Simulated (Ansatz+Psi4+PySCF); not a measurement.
Values are calculated unless marked as measured or tabulated.
## Ansatz (development build ahead of 0.2.0) run

```yaml
crystal:
  periodic: [false, false, false]
  atoms:
    - { symbol: "N", position_ang: [0.11649, 0.0, 0.0] }
    - { symbol: H, position_ang: [-0.27181, 0.93973, 0.0] }
    - { symbol: H, position_ang: [-0.27181, -0.46986, 0.81383] }
    - { symbol: H, position_ang: [-0.27181, -0.46986, -0.81383] }
basis:
  gaussian: { orbitals: cc-pVTZ }
total_charge: 1
magnetization:
  initial_magnetization: 1
hamiltonian:
  xc: hf
correlation:
  method: mp2
  frozen_orbitals: { H: 0, "N": 1 }
```

The input is written out in the form of the current development build from the run's settings. Correlation on restricted open-shell orbitals is semicanonical, with singles.

Output:

| Quantity | Value |
| --- | --- |
| Converged | yes |
| Reference energy | -55.87004 hartree |
| Correlation energy | -0.18410 hartree |
| Total energy | -56.05414 hartree |
| Spin squared of the determinant | 0.750 |
| Stability test | minimum among restricted orbitals |
| Occupied orbitals by symmetry in an Abelian subgroup (alpha; beta) | 4 A' 1 A''; 3 A' 1 A'' |
